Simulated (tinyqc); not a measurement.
Inside a calculation. Method: Pariser-Parr-Pople SCF with singles CI, for the molecule C=CC=C (SMILES; centres numbered as the heavy atoms are written). One step of it, computed by the program tinyqc.

Problem. Iteration 2: Fock matrix. F_rr = H_rr + P_rr gamma_rr / 2 + sum_(s != r) P_ss gamma_rs; F_rs = H_rs - P_rs gamma_rs / 2; E = tr P (H + F) / 2 + core repulsion sum_(r<s) z_r z_s gamma_rs.

P after iteration 1, lower triangle:
```
           1C        2C        3C        4C
1C   1.000000
2C   0.921154  1.000000
3C   0.000000  0.389198  1.000000
4C  -0.389198  0.000000  0.921154  1.000000
```

core matrix H (eV), lower triangle:
```
            1C          2C          3C          4C
1C  -27.620688
2C   -2.220000  -31.506191
3C    0.000000   -2.220000  -31.506191
4C    0.000000    0.000000   -2.220000  -27.620688
```

repulsion gamma_rs (eV), lower triangle:
```
           1C         2C         3C         4C
1C  11.130000
2C   7.551966  11.130000
3C   5.239207   7.555018  11.130000
4C   3.669516   5.239207   7.551966  11.130000
```

Centres (angstrom, eV; a flat drawing with bonds scaled to 1.40 angstrom):

| centre | x | y | core charge z | W | gamma_rr |
|---|---|---|---|---|---|
| 1C | -1.848000 | -0.127000 | 1 | 11.160000 | 11.130000 |
| 2C | -0.559000 | 0.421000 | 1 | 11.160000 | 11.130000 |
| 3C | 0.559000 | -0.421000 | 1 | 11.160000 | 11.130000 |
| 4C | 1.848000 | 0.127000 | 1 | 11.160000 | 11.130000 |

Give: F; pi energy.

Solution.

F (eV), lower triangle:
```
         1C       2C       3C       4C
1C  -5.5950
2C  -5.6983  -5.5950
3C   0.0000  -3.6902  -5.5950
4C   0.7141   0.0000  -5.6983  -5.5950
```

pi energy = -50.6760 eV
